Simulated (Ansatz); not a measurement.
## Other spins and charges of HBO, singlet at one geometry

Geometry (PBE0/def2-TZVP stationary point for this spin, not checked as a minimum):

```yaml
atoms:
  - { symbol: B, position_ang: [0.0000, 0.0000, 0.0084] }
  - { symbol: O, position_ang: [0.0000, 0.0000, -1.1895] }
  - { symbol: H, position_ang: [0.0000, 0.0000, 1.1811] }
```

Basis 6-31G; Ansatz 0.2.0. Correlated methods freeze the noble-gas cores. Prefix R: restricted or restricted open-shell reference; prefix U: unrestricted. Active spaces: valence = (10e, 9o) chosen from the atoms' valence shells.

Gaps are energies of the second state less the first, at fixed atoms, for a selection of the levels run; each method lands on the state that its own search finds for that charge and spin.

Removing an electron, to the doublet: 13.456 eV at full CI (singlet A1, doublet ion B2, in C2v).

```tsv
level	gap (eV)	error (meV)
RHF	11.828	-1628
RMP2	13.736	280
CISD	13.176	-280
RCCSD(T)	13.444	-12
UCCSD(T)	13.444	-12
RCCSDTQ	13.455	-1
CASSCF (valence space)	13.066	-390
NEVPT2 (valence space)	13.359	-97
MRCISD (valence space)	13.439	-17
MRCISD+Q (valence space)	13.454	-2
```

Full CI is exact within this basis and frozen core; it isn't the basis-set limit. The frozen core follows each run's orbitals, which can shift R against U totals by a few meV.
